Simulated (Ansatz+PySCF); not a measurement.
Values are calculated unless marked as measured or tabulated.
## PySCF 2.14.0 run

```python
from pyscf import gto, scf, cc

mol = gto.M(atom="""
Al 0.000000 0.000000 0.000000
Na 0.000000 0.000000 5.000000
""", basis='6-31g', charge=-1, spin=1)
mf = scf.UHF(mol)
mf.kernel()
mycc = cc.CCSD(mf, frozen=10).run()
et = mycc.ccsd_t()
print(mf.e_tot, mycc.e_corr, et, mycc.e_tot + et)
```

The script is written out from the run's settings.

Results

- Converged: yes
- Reference energy: -403.69047 hartree
- CCSD correlation energy: -0.05658 hartree
- Triples correction: -0.00092 hartree
- Total energy: -403.74798 hartree
- Spin squared of the determinant: 0.765

This is not the lowest solution: another run reaches a determinant 0.42 eV lower. Caution: no diffuse functions for an anion.
